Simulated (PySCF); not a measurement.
Species: C3H2ClFO.
Structure used (PBE0-D3(BJ)/def2-SVP), in Å, numbered top down from 1:
```
atom  x, y, z in Å
O1     2.524   -0.788   -0.285
C2     1.527   -0.214   -0.152
C3     0.383    0.427    0.041
Cl4    0.440    2.165    0.058
C5    -0.928   -0.268    0.109
F6    -1.625   -0.194   -1.070
H7    -0.773   -1.329    0.366
H8    -1.538    0.200    0.900
```

Method: PBE0-D3(BJ)/def2-SVP geometry optimisation, gas phase (PySCF 2.14.0).

Take the most abundant isotopes and a rigid rotor. The values belong to one conformer with, in the numbering `[O:1]=[C:2]=[C:3]([Cl:4])[CH2:5][F:6]`, C2–C3–C5–F6 -100°.

Q: What are A, B and C (MHz)?

A: Ia = 165.45, Ib = 207.64, Ic = 347.88 u·Å²; 505379 MHz·u·Å²/I gives A = 3054, B = 2434, C = 1453 MHz.

Q: What kind of rotor is it?

A: An asymmetric top; Ray's κ = 0.225.

Q: What does the inertial defect say?

A: Not planar: Δ = Ic − Ia − Ib = -25.21 u·Å². For a rigid frame Δ = −2 Σ m c², so Σ m c² = 12.60 u·Å² lies off the ab plane: 3.02 from hydrogen and 9.59 from heavier atoms. The atom farthest from that plane is 1.39 Å away.

Q: Give the other two planar moments, Paa and Pbb, and the rms extents of the mass along the axes.

A: Paa = Σ m a² = (Ib + Ic − Ia)/2 = 195.03 and Pbb = Σ m b² = (Ia + Ic − Ib)/2 = 152.85 u·Å². With the mass M = 107.98 u, the rms extents √(P/M) along a, b and c are 1.34, 1.19, 0.34 Å.

Q: Predict some low-J microwave lines.

A: The dipole components are |μa| = 0.19 D, |μb| = 0.48 D, |μc| = 1.52 D. The squared components, which scale the intensities, stand as 0.02 : 0.10 : 1.00 (a : b : c). Some lines, for components of 0.1 D or more:

| type | branch | J(Ka,Kc) | MHz | lower level (cm⁻¹) |
| --- | --- | --- | --- | --- |
| c | Q | 5(3,3) ← 5(2,3) | 1096 | 2.295 |
| b | Q | 2(2,0) ← 2(1,1) | 2437 | 0.475 |
| b | Q | 2(1,1) ← 2(0,2) | 3158 | 0.370 |
| a | Q | 5(3,2) ← 5(3,3) | 3577 | 2.332 |
| b | Q | 3(3,0) ← 3(2,1) | 3931 | 0.999 |
| b | R | 1(1,1) ← 0(0,0) | 4507 | 0.000 |
| b | Q | 5(3,2) ← 5(2,3) | 4673 | 2.295 |
| c | R | 1(1,0) ← 0(0,0) | 5488 | 0.000 |
| a | Q | 3(1,2) ← 3(1,3) | 5630 | 0.707 |
| b | Q | 3(1,2) ← 3(0,3) | 5680 | 0.705 |
| b | Q | 3(3,1) ← 3(2,2) | 5853 | 0.926 |
| c | Q | 4(4,1) ← 4(3,1) | 5883 | 1.710 |
| b | Q | 5(2,3) ← 5(1,4) | 7863 | 2.033 |
| c | Q | 5(5,1) ← 5(4,1) | 8210 | 2.618 |
| a | R | 2(1,1) ← 1(1,0) | 8755 | 0.183 |
| a | R | 3(1,3) ← 2(1,2) | 9891 | 0.377 |
| a | R | 3(0,3) ← 2(0,2) | 10055 | 0.370 |
| b | R | 3(2,2) ← 2(1,1) | 13522 | 0.475 |
| c | R | 3(1,2) ← 2(0,2) | 15735 | 0.370 |
| b | R | 5(1,5) ← 4(0,4) | 15788 | 1.135 |
| b | R | 3(3,1) ← 2(2,0) | 16938 | 0.556 |
| b | R | 5(2,4) ← 4(1,3) | 18517 | 1.418 |
| b | R | 5(2,3) ← 4(3,2) | 18910 | 1.664 |
| c | R | 4(4,0) ← 3(3,0) | 23352 | 1.130 |
| c | R | 5(2,3) ← 4(1,3) | 26299 | 1.418 |
| b | R | 5(4,2) ← 4(3,1) | 26555 | 1.710 |
| c | R | 5(4,2) ← 4(3,2) | 27914 | 1.664 |
| c | R | 5(5,1) ← 4(4,1) | 29574 | 1.906 |

No frequency check. Constants of a rigid frame at the computed geometry: no zero-point averaging, no centrifugal distortion. Quadrupole hyperfine structure (35Cl) is left out.
